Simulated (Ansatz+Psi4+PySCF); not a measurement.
# doublet BO₂: levels of theory in one basis

```csv
atom,x (Å),y (Å),z (Å)
B,0.0000,0.0000,0.0000
O,0.0000,1.3350,0.0000
O,0.0000,-1.1950,0.0000
```

Basis set: cc-pVTZ (spherical functions). Frozen core: 3 orbitals. Correlation on ROHF uses semicanonical orbitals with singles. Charge 0, multiplicity 2.

Computed with Ansatz (development build ahead of 0.2.0) and Psi4 1.11; each method stands on the lowest determinant of its kind that the runs found.

```csv
method,E − E(ROHF) (eV),<S²> of the determinant
ROHF,0.00,0.75
UHF,-0.17,0.78
ROHF-MP2,-13.80,–
UHF-MP2,-13.81,0.78
```
